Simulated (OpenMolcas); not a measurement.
# A workflow on SiH3 (SMILES [SiH3])

Wanted: a single-point energy (UHF/STO-3G), then a single-point energy (CASSCF(3,3)/STO-3G), then a single-point energy (CASPT2(3,3)/STO-3G), then the energy (SC-NEVPT2(3,3)/STO-3G), then the energy (MRCI(3,3)/STO-3G) of SiH3. 

The calculation is run with OpenMolcas 26.06.

## Step 1: The structure to begin with

SiH3 has 4 atoms, charge 0, and is taken as a doublet. SMILES: `[SiH3]`. The Si1–H2 distance was set to 2.535 Å, away from the relaxed value. At this shape a bond of the SMILES string is far longer than usual.

Bond lengths: Si1–H3 1.449 Å, Si1–H4 1.448 Å. Angles: H3–Si1–H4 115.3°.

## Step 2: The energy at UHF/STO-3G (run 1)

step1.inp

```
&GATEWAY
  BasLib=$CurrDir
  BasisSet
  Si.STO-3G....
  Si1 -0.078858 -0.529420 -1.030655 angstrom
  End of Basis
  BasisSet
  H.STO-3G....
  H2 0.587110 0.661780 1.105640 angstrom
  H3 -0.480378 -1.912110 -0.872175 angstrom
  H4 -0.884128 0.248190 -1.949505 angstrom
  End of Basis

&SEWARD

&SCF
  UHF
  Spin=2
  Scramble=0.25
  PrOrbitals=1 1
```

The basis set STO-3G is read from a file made from the Basis Set Exchange's data (not shown).

Started as:

```console
export MOLCAS_MEM=1860
pymolcas step1.inp > step1.log
```

What it wrote:

```text
--- Start Module: gateway ---
[...]
--- Stop Module: gateway /rc=_RC_ALL_IS_WELL_ ---
--- Start Module: seward ---
[...]
      Basis functions           12
--- Stop Module: seward /rc=_RC_ALL_IS_WELL_ ---
--- Start Module: scf ---
[...]
       Convergence after  17 Iterations
[...]
::    Total SCF energy                               -287.1209733735
[...]
      Total spin, S                                     0.8598849364
[...]
      Total electronic charge=   17.000000
      Total            charge=   -0.000000
[...]
      Dipole Moment (debye):
      Origin of the operator (angstrom)=   -0.0964   -0.5104   -0.9859
                   X=  6.1027E-01               Y=  2.0016E-01               Z=  1.7269E-01           Total=  6.6507E-01
      Quadrupole Moment (debye*angstrom):
[...]
--- Stop Module: scf /rc=_RC_ALL_IS_WELL_ ---
[...]
```

Run time: 1.8 s. Hardware: 1 thread of Arm Neoverse V1, shared host; peak memory 0.37 GiB.

## Step 3: A single-point energy at CASSCF(3,3)/STO-3G (run 2)

step2.inp

```
* H3Si CASSCF

&gateway
 baslib
 $CurrDir
 basisset
 Si.STO-3G....
 Si1 -0.078858 -0.529420 -1.030655 angstrom
 End of Basis
 basisset
 H.STO-3G....
 H2 0.587110 0.661780 1.105640 angstrom
 H3 -0.480378 -1.912110 -0.872175 angstrom
 H4 -0.884128 0.248190 -1.949505 angstrom
 End of Basis

&seward

&rasscf
 fileorb
 $CurrDir/step1.UnaOrb
 spin
 2
 nactel
 3 0 0
 inactive
 7
 ras2
 3
 orblisting
 Nothing
 orbappear
 Compact
```

The basis set STO-3G is read from a file made from the Basis Set Exchange's data (not shown).

Started as:

```console
export MOLCAS_MEM=1860
pymolcas step2.inp > step2.log
```

What it wrote:

```text
--- Start Module: gateway ---
[...]
--- Stop Module: gateway /rc=_RC_ALL_IS_WELL_ ---
--- Start Module: seward ---
[...]
      Basis functions           12
--- Stop Module: seward /rc=_RC_ALL_IS_WELL_ ---
--- Start Module: rasscf ---
[...]
      Number of active orbitals                  3
[...]
      Spin quantum number                      0.5
[...]
      Active orbitals                            3
[...]
      Number of CSFs                             8
[...]
      Number of root(s) required                 1
[...]
      Convergence after  7 iterations
[...]
      printout of CI-coefficients larger than  0.05 for root  1
      energy=    -287.143226
      conf/sym  111     Coeff  Weight
             1  2u0   0.88996 0.79202
             2  u20   0.09130 0.00834
             3  20u  -0.08696 0.00756
             4  udu  -0.10362 0.01074
             5  02u   0.19223 0.03695
             6  uud  -0.06125 0.00375
[...]
      Natural orbitals and occupation numbers for root  1
      sym 1:   1.667571   0.992148   0.340281
      ************************************************************************************************************************
      *                                                    Final results                                                     *
[...]
::    RASSCF root number  1 Total energy:   -287.14322644
[...]
      Total electronic charge=   17.000000
      Total            charge=   -0.000000
[...]
      Dipole Moment (debye):
      Origin of the operator (angstrom)=   -0.0964   -0.5104   -0.9859
                   X=  8.0689E-02               Y= -8.6244E-02               Z= -2.0280E-01           Total=  2.3469E-01
      Quadrupole Moment (debye*angstrom):
[...]
--- Stop Module: rasscf /rc=_RC_ALL_IS_WELL_ ---
[...]
```

It took 1.7 s on 1 thread of Arm Neoverse V1, shared host; peak memory 0.37 GiB.

## Step 4: A single-point energy at CASPT2(3,3)/STO-3G (run 3)

step3.input

```
&gateway
 baslib = $CurrDir
 basisset
 Si.STO-3G....
 Si1 -0.078858 -0.529420 -1.030655 angstrom
 End of Basis
 basisset
 H.STO-3G....
 H2 0.587110 0.661780 1.105640 angstrom
 H3 -0.480378 -1.912110 -0.872175 angstrom
 H4 -0.884128 0.248190 -1.949505 angstrom
 End of Basis

&seward

&rasscf
 fileorb = $CurrDir/step2.RasOrb
 spin = 2
 nactel = 3 0 0
 inactive = 7
 ras2 = 3
 orblisting = Nothing
 orbappear = Compact

&caspt2
 imaginary = 0.1
 frozen = 5
```

The basis set STO-3G is read from a file made from the Basis Set Exchange's data (not shown).

Started as:

```console
export MOLCAS_MEM=1860
pymolcas step3.input > step3.log
```

What it wrote:

```text
--- Start Module: gateway ---
[...]
--- Stop Module: gateway /rc=_RC_ALL_IS_WELL_ ---
[...]
      Basis functions           12
[...]
--- Start Module: rasscf ---
[...]
      Number of active orbitals                  3
[...]
      Spin quantum number                      0.5
[...]
      Active orbitals                            3
[...]
      Number of CSFs                             8
[...]
      Number of root(s) required                 1
[...]
      Convergence after  4 iterations
[...]
      printout of CI-coefficients larger than  0.05 for root  1
      energy=    -287.143226
      conf/sym  111     Coeff  Weight
             1  2u0   0.88996 0.79202
             2  u20   0.09130 0.00834
             3  20u  -0.08696 0.00756
             4  udu  -0.10362 0.01074
             5  02u   0.19223 0.03695
             6  uud  -0.06125 0.00375
[...]
      Natural orbitals and occupation numbers for root  1
      sym 1:   1.667570   0.992148   0.340281
      ************************************************************************************************************************
      *                                                    Final results                                                     *
[...]
::    RASSCF root number  1 Total energy:   -287.14322644
[...]
      Total electronic charge=   17.000000
      Total            charge=   -0.000000
[...]
      Dipole Moment (debye):
      Origin of the operator (angstrom)=   -0.0964   -0.5104   -0.9859
                   X=  8.0685E-02               Y= -8.6244E-02               Z= -2.0280E-01           Total=  2.3469E-01
      Quadrupole Moment (debye*angstrom):
[...]
--- Start Module: caspt2 ---
[...]
      E2 (Variational):          -0.0244040507
      Total energy:            -287.1676304889
[...]
      Reference weight:           0.98739
[...]
::    CASPT2 Root  1     Total energy:   -287.16763049
[...]
```

Wall time 1.7 s (1 thread of Arm Neoverse V1, shared host); peak memory 0.37 GiB.

## Step 5: The energy at SC-NEVPT2(3,3)/STO-3G (run 4)

step4.input

```
&GATEWAY
BasLib
$CurrDir
BasisSet
Si.STO-3G....
Si1 -0.078858 -0.529420 -1.030655 angstrom
End of Basis
BasisSet
H.STO-3G....
H2 0.587110 0.661780 1.105640 angstrom
H3 -0.480378 -1.912110 -0.872175 angstrom
H4 -0.884128 0.248190 -1.949505 angstrom
End of Basis
&SEWARD
&RASSCF
FileOrb
$CurrDir/step2.RasOrb
Spin
2
Nactel
3 0 0
Inactive
7
Ras2
3
OrbListing
Nothing
OrbAppear
Compact
&CASPT2
SC-NEVPT2
Frozen
5
```

The basis set STO-3G is read from a file made from the Basis Set Exchange's data (not shown).

Started as:

```console
export MOLCAS_MEM=1860
pymolcas step4.input > step4.log
```

What it wrote:

```text
--- Start Module: gateway ---
[...]
--- Stop Module: gateway /rc=_RC_ALL_IS_WELL_ ---
[...]
      Basis functions           12
[...]
      Number of active orbitals                  3
[...]
      Spin quantum number                      0.5
[...]
      Active orbitals                            3
[...]
      Number of CSFs                             8
[...]
      Number of root(s) required                 1
[...]
      Convergence after  4 iterations
[...]
      printout of CI-coefficients larger than  0.05 for root  1
      energy=    -287.143226
      conf/sym  111     Coeff  Weight
             1  2u0   0.88996 0.79202
             2  u20   0.09130 0.00834
             3  20u  -0.08696 0.00756
             4  udu  -0.10362 0.01074
             5  02u   0.19223 0.03695
             6  uud  -0.06125 0.00375
[...]
      Natural orbitals and occupation numbers for root  1
      sym 1:   1.667570   0.992148   0.340281
      ************************************************************************************************************************
      *                                                    Final results                                                     *
[...]
::    RASSCF root number  1 Total energy:   -287.14322644
[...]
      Total electronic charge=   17.000000
      Total            charge=   -0.000000
[...]
      Dipole Moment (debye):
      Origin of the operator (angstrom)=   -0.0964   -0.5104   -0.9859
                   X=  8.0685E-02               Y= -8.6244E-02               Z= -2.0280E-01           Total=  2.3469E-01
      Quadrupole Moment (debye*angstrom):
[...]
      E2 (Variational):          -0.0237763793
[...]
      E2 (Variational):          -0.0237541415
      Total energy:            -287.1669805797
[...]
      Reference weight:           0.98795
[...]
::    SC-NEVPT2 Root  1     Total energy:   -287.16698058
[...]
```

Wall time 1.8 s (1 thread of Arm Neoverse V1, shared host); peak memory 0.37 GiB.

## Step 6: A single-point energy at MRCI(3,3)/STO-3G (run 5)

step5.input

```
>>> EXPORT MOLCAS_PRINT=2
&GATEWAY
BasLib=$CurrDir
BasisSet
Si.STO-3G....
Si1 -0.078858 -0.529420 -1.030655 angstrom
End of Basis
BasisSet
H.STO-3G....
H2 0.587110 0.661780 1.105640 angstrom
H3 -0.480378 -1.912110 -0.872175 angstrom
H4 -0.884128 0.248190 -1.949505 angstrom
End of Basis
&SEWARD
&RASSCF
FileOrb=$CurrDir/step2.RasOrb
Spin=2
Nactel=3 0 0
Inactive=7
Ras2=3
OrbListing=Nothing
OrbAppear=Compact
&MOTRA
LumOrb
Frozen=5
&GUGA
Electrons=7
Spin=2
Inactive=2
Active=3
CIAll=1
&MRCI
SDCI
```

The basis set STO-3G is read from a file made from the Basis Set Exchange's data (not shown).

Started as:

```console
export MOLCAS_MEM=1860
pymolcas step5.input > step5.log
```

What it wrote:

```text
--- Start Module: gateway ---
[...]
--- Stop Module: gateway /rc=_RC_ALL_IS_WELL_ ---
[...]
      Basis functions           12
[...]
      Number of active orbitals                  3
[...]
      Spin quantum number                      0.5
[...]
      Active orbitals                            3
[...]
      Number of CSFs                             8
[...]
      Number of root(s) required                 1
[...]
      Convergence after  4 iterations
[...]
      printout of CI-coefficients larger than  0.05 for root  1
      energy=    -287.143226
      conf/sym  111     Coeff  Weight
             1  2u0   0.88996 0.79202
             2  u20   0.09130 0.00834
             3  20u  -0.08696 0.00756
             4  udu  -0.10362 0.01074
             5  02u   0.19223 0.03695
             6  uud  -0.06125 0.00375
[...]
      Natural orbitals and occupation numbers for root  1
      sym 1:   1.667570   0.992148   0.340281
      ************************************************************************************************************************
      *                                                    Final results                                                     *
[...]
::    RASSCF root number  1 Total energy:   -287.14322644
[...]
      Dipole Moment (debye):
      Origin of the operator (angstrom)=   -0.0964   -0.5104   -0.9859
                   X=  8.0685E-02               Y= -8.6244E-02               Z= -2.0280E-01           Total=  2.3469E-01
      Quadrupole Moment (debye*angstrom):
[...]
       (But an ACPF correction will be computed)
       USE THE DEFAULT ACPF G-VALUE GFAC=  0.28571428571428570
[...]
                      CI ENERGY:  -287.18095218
[...]
                ACPF CORRECTION:    -0.00086338
[...]
     ACPF CORRECTION:     -0.00086338
[...]
  CI State   1     Total energy:   -287.18095218     QDav:     -0.00121990     QACPF:     -0.00086338
[...]
```

Wall time 1.8 s (1 thread of Arm Neoverse V1, shared host); peak memory 0.37 GiB.

## Step 7: Results

```
                                                    quantity          value
                             run 1, UHF/STO-3G: total energy  -287.12097 Eh
                            run 1, UHF/STO-3G: dipole moment         0.67 D
       run 1, UHF/STO-3G: HOMO energy (highest over α and β)       -5.34 eV
        run 1, UHF/STO-3G: LUMO energy (lowest over α and β)        6.12 eV
                                     run 1, UHF/STO-3G: ⟨S²⟩          1.599
                     run 2, CASSCF(3,3)/STO-3G: total energy  -287.14323 Eh
   run 2, CASSCF(3,3)/STO-3G: dipole moment (CASSCF density)         0.23 D
                     run 3, CASPT2(3,3)/STO-3G: total energy  -287.16763 Eh
   run 3, CASPT2(3,3)/STO-3G: dipole moment (CASSCF density)         0.23 D
                  run 4, SC-NEVPT2(3,3)/STO-3G: total energy  -287.16698 Eh
run 4, SC-NEVPT2(3,3)/STO-3G: dipole moment (CASSCF density)         0.23 D
                       run 5, MRCI(3,3)/STO-3G: total energy  -287.18095 Eh
     run 5, MRCI(3,3)/STO-3G: dipole moment (CASSCF density)         0.23 D
```

**Reading.** ⟨S²⟩ (run 1, UHF/STO-3G) is 1.60 where a pure doublet has 0.75: the reference is spin-contaminated. The run (run 1, UHF/STO-3G) may have ended on a state above the lowest. Mulliken charges (run 3, CASPT2(3,3)/STO-3G) of the CASSCF density run from -0.17 on H3 to +0.39 on Si1; they depend strongly on the basis.
